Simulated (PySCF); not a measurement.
PySCF input (MN15/def2-TZVPD):

```python
from pyscf import gto, scf, dft

mol = gto.M(
    atom='''
    C    -0.71022460    0.07832482    0.06152043
    C     0.71022460   -0.07832482   -0.06152043
    H    -1.28075570   -0.41847643   -0.79118062
    H    -1.08454656    1.05197896   -0.39815009
    H    -1.16860170   -0.11789931    1.02449045
    H     1.08454656   -1.05197896    0.39815009
    H     1.28075570    0.41847643    0.79118062
    H     1.16860170    0.11789931   -1.02449045
    ''',
    basis='def2-tzvpd',
    charge=1,
    spin=1,
    verbose=4,
)

mf = dft.UKS(mol, xc='mn15').density_fit(auxbasis='def2-universal-jkfit')
mf.grids.level = 4
mf.conv_tol = 1e-9
mf.max_cycle = 100
mf.max_memory = 1500
mf.kernel()
if not mf.converged:
    mf = mf.newton()
    mf.kernel(mf.make_rdm1())
for _ in range(2):
    mo, _, stable, _ = mf.stability(return_status=True)
    if stable:
        break
    mf.kernel(mf.make_rdm1(mo, mf.mo_occ))
mf.analyze()
```

End of the output:

```
Extra cycle  E= -79.3123650094545  delta_E= -5.13e-12  |g|= 8.06e-07  |ddm|= 1.02e-05
converged SCF energy = -79.3123650094545  <S^2> = 0.75294654  2S+1 = 2.0029444
uhf_internal: lowest eigs of H = [0.15033395 0.22228368 0.30447471]
<class 'pyscf.df.df_jk.DFUKS'> wavefunction is stable in the internal stability analysis
**** SCF Summaries ****
Total Energy =                         -79.312365009454467
Nuclear Repulsion Energy =              42.693653957394616
One-electron Energy =                 -184.910157178856338
Two-electron Energy =                   62.904138212007254
Two-electron Coulomb Energy =           75.487936080562534
DFT Exchange-Correlation Energy =      -12.583797868555280
HOMO-LUMO gap [eV] =                     4.163733640568077
**** MO energy ****
                             alpha | beta                alpha | beta
MO #1   energy= -10.331102909379   | -10.3293024135576  occ= 1 | 1
MO #2   energy= -10.3305681471233  | -10.3287062475929  occ= 1 | 1
MO #3   energy= -1.10765419224091  | -1.0927321135337   occ= 1 | 1
MO #4   energy= -0.955871008297418 | -0.929042400325546 occ= 1 | 1
MO #5   energy= -0.786636351531442 | -0.777918667409562 occ= 1 | 1
MO #6   energy= -0.739003321809372 | -0.719950259211863 occ= 1 | 1
MO #7   energy= -0.734821685061762 | -0.694209028408785 occ= 1 | 1
MO #8   energy= -0.680231303206561 | -0.668783008231177 occ= 1 | 1
MO #9   energy= -0.622790646889733 | -0.469776256608114 occ= 1 | 0
MO #10  energy= -0.13921935345574  | -0.13407432876463  occ= 0 | 0
MO #11  energy= -0.111984215768295 | -0.100022550882749 occ= 0 | 0
MO #12  energy= -0.108070920269219 | -0.0817819611121126 occ= 0 | 0
MO #13  energy= -0.0863638945961335 | -0.0770164479064061 occ= 0 | 0
MO #14  energy= -0.0770515142689471 | -0.0703622220083276 occ= 0 | 0
MO #15  energy= -0.051155065857408 | -0.0444062894393795 occ= 0 | 0
MO #16  energy= -0.0236469389371119 | -0.0221200296309336 occ= 0 | 0
MO #17  energy= -0.0156654351514318 | -0.00638168620319523 occ= 0 | 0
MO #18  energy= -0.00767554694269827 | -0.00614508544014956 occ= 0 | 0
MO #19  energy= -0.000296081532188994 | 0.00199715939513069 occ= 0 | 0
MO #20  energy= 0.0135913740529092 | 0.0193358069087669 occ= 0 | 0
MO #21  energy= 0.0146459356677666 | 0.0276249957515377 occ= 0 | 0
MO #22  energy= 0.0574439974319638 | 0.0610445729030005 occ= 0 | 0
MO #23  energy= 0.080035653851027  | 0.0839890224333304 occ= 0 | 0
MO #24  energy= 0.0832306047544607 | 0.0932424430220559 occ= 0 | 0
MO #25  energy= 0.0864837687646294 | 0.0965078624637479 occ= 0 | 0
MO #26  energy= 0.115457790997195  | 0.126003386766882  occ= 0 | 0
MO #27  energy= 0.127658934399259  | 0.130674808816821  occ= 0 | 0
MO #28  energy= 0.13102492384236   | 0.133710684293983  occ= 0 | 0
MO #29  energy= 0.147150064024226  | 0.152575274565547  occ= 0 | 0
MO #30  energy= 0.15168268143502   | 0.15345237107637   occ= 0 | 0
MO #31  energy= 0.151995126369769  | 0.153792429842817  occ= 0 | 0
MO #32  energy= 0.172354285193044  | 0.173868089893683  occ= 0 | 0
MO #33  energy= 0.186088994630708  | 0.187160394702098  occ= 0 | 0
MO #34  energy= 0.208568985518009  | 0.217461521336287  occ= 0 | 0
MO #35  energy= 0.215500807066822  | 0.218436275900004  occ= 0 | 0
MO #36  energy= 0.233123152829111  | 0.234734559401877  occ= 0 | 0
MO #37  energy= 0.238857152026561  | 0.246494848374857  occ= 0 | 0
MO #38  energy= 0.251168766192202  | 0.253796871635384  occ= 0 | 0
MO #39  energy= 0.254927891439979  | 0.256700421304433  occ= 0 | 0
MO #40  energy= 0.263032257955689  | 0.268585245137001  occ= 0 | 0
MO #41  energy= 0.269923957485589  | 0.27106818712503   occ= 0 | 0
MO #42  energy= 0.277763327254416  | 0.282961214826228  occ= 0 | 0
MO #43  energy= 0.280651472007445  | 0.286266919772778  occ= 0 | 0
MO #44  energy= 0.294724400560703  | 0.296224734241301  occ= 0 | 0
MO #45  energy= 0.299802818877072  | 0.305941480860454  occ= 0 | 0
MO #46  energy= 0.328993067147366  | 0.334479111159536  occ= 0 | 0
MO #47  energy= 0.329354031505627  | 0.336319532533612  occ= 0 | 0
MO #48  energy= 0.422143985089258  | 0.42906523029718   occ= 0 | 0
MO #49  energy= 0.442450599137166  | 0.451609860672092  occ= 0 | 0
MO #50  energy= 0.453432603562628  | 0.454890738605811  occ= 0 | 0
MO #51  energy= 0.469991107973777  | 0.484746900444477  occ= 0 | 0
MO #52  energy= 0.48266231458658   | 0.485132768059321  occ= 0 | 0
MO #53  energy= 0.500287281292755  | 0.507880843523697  occ= 0 | 0
MO #54  energy= 0.504147748034692  | 0.518708928707197  occ= 0 | 0
MO #55  energy= 0.505090387058236  | 0.5255556356364    occ= 0 | 0
MO #56  energy= 0.512245801493685  | 0.528992521524097  occ= 0 | 0
MO #57  energy= 0.545898530169412  | 0.545497624351303  occ= 0 | 0
MO #58  energy= 0.555690271321341  | 0.554416794764121  occ= 0 | 0
MO #59  energy= 0.59502584252343   | 0.597743044426281  occ= 0 | 0
MO #60  energy= 0.611383530969702  | 0.619729706078513  occ= 0 | 0
MO #61  energy= 0.699695154511801  | 0.715219765896536  occ= 0 | 0
MO #62  energy= 0.712302967840455  | 0.722650803213492  occ= 0 | 0
MO #63  energy= 0.728258098909705  | 0.733542677231978  occ= 0 | 0
MO #64  energy= 0.76085682471658   | 0.771267661385188  occ= 0 | 0
MO #65  energy= 0.926755128771122  | 0.93057303943646   occ= 0 | 0
MO #66  energy= 0.944257118986195  | 0.958905686676246  occ= 0 | 0
MO #67  energy= 0.953817009441744  | 0.96280140048737   occ= 0 | 0
MO #68  energy= 0.963661363589258  | 0.968736730608196  occ= 0 | 0
MO #69  energy= 0.969792947502793  | 0.969563070114133  occ= 0 | 0
MO #70  energy= 1.12841823039389   | 1.13317480530862   occ= 0 | 0
MO #71  energy= 1.39703360022578   | 1.41499473126563   occ= 0 | 0
MO #72  energy= 1.40378270227646   | 1.42943008454956   occ= 0 | 0
MO #73  energy= 1.47113112806702   | 1.47620750052419   occ= 0 | 0
MO #74  energy= 1.51828114815293   | 1.52031617245442   occ= 0 | 0
MO #75  energy= 1.54399374107264   | 1.54436648541462   occ= 0 | 0
MO #76  energy= 1.54489378409681   | 1.55637278541334   occ= 0 | 0
MO #77  energy= 1.54744967103497   | 1.57878971723497   occ= 0 | 0
MO #78  energy= 1.55572374867684   | 1.58888786933341   occ= 0 | 0
MO #79  energy= 1.59497442898834   | 1.60552089809434   occ= 0 | 0
MO #80  energy= 1.62757986318192   | 1.63298742764657   occ= 0 | 0
MO #81  energy= 1.62877931416021   | 1.66115392971873   occ= 0 | 0
MO #82  energy= 1.67171001933662   | 1.67922231001989   occ= 0 | 0
MO #83  energy= 1.68173516594713   | 1.6909419912412    occ= 0 | 0
MO #84  energy= 1.82411524951784   | 1.85668947644325   occ= 0 | 0
MO #85  energy= 1.93613641037514   | 1.94687601000441   occ= 0 | 0
MO #86  energy= 1.93873885494763   | 1.9499743875773    occ= 0 | 0
MO #87  energy= 2.02568598912485   | 2.04565768867591   occ= 0 | 0
MO #88  energy= 2.04368564937063   | 2.05607101536869   occ= 0 | 0
MO #89  energy= 2.06327552321854   | 2.09122218882585   occ= 0 | 0
MO #90  energy= 2.1406511860689    | 2.16380425080729   occ= 0 | 0
MO #91  energy= 2.15046098573526   | 2.18433255026004   occ= 0 | 0
MO #92  energy= 2.24554861044365   | 2.24992809324578   occ= 0 | 0
MO #93  energy= 2.26048607999365   | 2.25923911698032   occ= 0 | 0
MO #94  energy= 2.3050099399736    | 2.31003444854218   occ= 0 | 0
MO #95  energy= 2.32511462941321   | 2.34847099229402   occ= 0 | 0
MO #96  energy= 2.40766689543344   | 2.40566938944359   occ= 0 | 0
MO #97  energy= 2.41813256532911   | 2.41929953189835   occ= 0 | 0
MO #98  energy= 2.42532973236208   | 2.43442866039997   occ= 0 | 0
MO #99  energy= 2.43541678570267   | 2.43976681039838   occ= 0 | 0
MO #100 energy= 2.57826720679846   | 2.61357118371237   occ= 0 | 0
MO #101 energy= 2.59942684707303   | 2.62078399597789   occ= 0 | 0
MO #102 energy= 2.62547066708546   | 2.66383901577065   occ= 0 | 0
MO #103 energy= 2.76075278851663   | 2.79152670287193   occ= 0 | 0
MO #104 energy= 2.78205235104693   | 2.80066583792282   occ= 0 | 0
[...]
```
